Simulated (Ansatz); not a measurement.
# HO₂ radical: how energies converge with the basis set

An exercise on one series of results from a longer session: the logs are not shown, and one member is left open.

Computed with Ansatz 0.2.0, Gaussian basis. Level: one geometry, several basis sets.

The runs, in order: PBE0-D4/def2-SVP; ωB97M-V/def2-SVP; PBE0-D4/def2-QZVPP; ωB97M-V/def2-QZVPP; CCSD(T)/cc-pV(D+d)Z; CCSD(T)/cc-pV(T+d)Z; CCSD(T)/cc-pV(Q+d)Z; the functionals' def2-TZVPP values are taken from earlier runs.

### The geometry

The geometry comes from an earlier relaxation with PBE0-D4 in a triple-zeta def2 set; it is a stationary point.

SMILES `[O]O`, 3 atoms, charge 0, spin multiplicity 2.

Atoms are counted from 1 here; the program's logs count them from 0.

Bond lengths: O1–O2 1.309 Å, O2–H3 0.975 Å. Angles: O1–O2–H3 105.8°.

As a file:

```
atom     x (Å)     y (Å)     z (Å)
  O1  -0.35378   0.94254  -0.08787
  O2  -0.24509  -0.35891  -0.17268
  H3   0.59887  -0.58363   0.26055
```

Set-up of the first run:

in.yaml reads:

```yaml
crystal:
  periodic: [false, false, false]
  atoms:
    - {symbol: O, position_ang: [-0.353780, 0.942536, -0.087866]}
    - {symbol: O, position_ang: [-0.245094, -0.358907, -0.172684]}
    - {symbol: H, position_ang: [0.598874, -0.583629, 0.260550]}
basis:
  gaussian: {orbitals: def2-SVP}
magnetization: {spin_polarized: true, initial_magnetization: 1}
hamiltonian: {xc: pbe0, dispersion: d4}
output: {orbitals: {seedname: orbitals}}
```

On the command line:

```
ansatz run in.yaml --threads 2 --pin off --events-out ev --progress --plain --max-ram 20480MiB --backend cpu
```

Steps of the session up to this table: PBE0-D4 in def2-SVP; ωB97M-V in def2-SVP; PBE0-D4 in def2-QZVPP; ωB97M-V in def2-QZVPP.

One table of the session follows, with a row left open; its other results are not shown here.

It belongs to the step «Density functionals: the series». 

| functional | basis | HOMO (eV) | LUMO (eV) |
| --- | --- | --- | --- |
| PBE0-D4 | def2-SVP | -7.74 | -2.60 |
| PBE0-D4 | def2-TZVPP | -8.05 | -2.92 |
| PBE0-D4 | def2-QZVPP | -8.11 | -2.98 |
| ωB97M-V | def2-SVP | -10.22 | -0.16 |
| ωB97M-V | def2-TZVPP | ? | ? |
| ωB97M-V | def2-QZVPP | -10.63 | -0.67 |

**Question.** Estimate the row for ωB97M-V, def2-TZVPP.

The run gave: HOMO (eV): -10.56; LUMO (eV): -0.57. In the column «HOMO (eV)» it lies between ωB97M-V, def2-QZVPP (-10.63) and ωB97M-V, def2-SVP (-10.22).
